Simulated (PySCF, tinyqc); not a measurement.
Worked calculation: RKS/PBE0 in the sto-3g basis, for CH2, spin multiplicity 1. The lowest restricted solution is unstable here: a spin-polarised one lies 0.0379 hartree lower (PySCF). One step of it, computed by the program tinyqc.

Question. Orthogonalisation. S = U s U^T; canonical form X = U s^(-1/2), so that X^T S X = 1. Each column of U has its largest component positive (the first on a tie).

overlap S:
```
           1C 1s     1C 2s    1C 2px     1C 2py    1C 2pz     2H 1s      3H 1s
1C 1s   1.000000  0.248362  0.000000   0.000000  0.000000  0.060793   0.060793
1C 2s   0.248362  1.000000  0.000000   0.000000  0.000000  0.484834   0.484834
1C 2px  0.000000  0.000000  1.000000   0.000000  0.000000  0.000000   0.000000
1C 2py  0.000000  0.000000  0.000000   1.000000  0.000000  0.403311  -0.403311
1C 2pz  0.000000  0.000000  0.000000   0.000000  1.000000  0.228838   0.228838
2H 1s   0.060793  0.484834  0.000000   0.403311  0.228838  1.000000   0.137064
3H 1s   0.060793  0.484834  0.000000  -0.403311  0.228838  0.137064   1.000000
```

Give: eigenvalues of S; X.

Answer.

eigenvalues of S: 0.2897  0.3570  0.8789  1.0000  1.0850  1.5059  1.8834

X:
```
              1        2        3       4        5        6       7
1C 1s   -0.2974   0.0000   0.7835  0.0000  -0.5890   0.0000  0.1760
1C 2s    1.2679   0.0000  -0.3022  0.0000  -0.2642   0.0000  0.4481
1C 2px   0.0000   0.0000   0.0000  1.0000   0.0000   0.0000  0.0000
1C 2py   0.0000   1.1106   0.0000  0.0000   0.0000   0.6096  0.0000
1C 2pz   0.5493   0.0000   0.6160  0.0000   0.6872   0.0000  0.1882
2H 1s   -0.8525  -0.8853  -0.1630  0.0000   0.1277   0.3824  0.3632
3H 1s   -0.8525   0.8853  -0.1630  0.0000   0.1277  -0.3824  0.3632
```
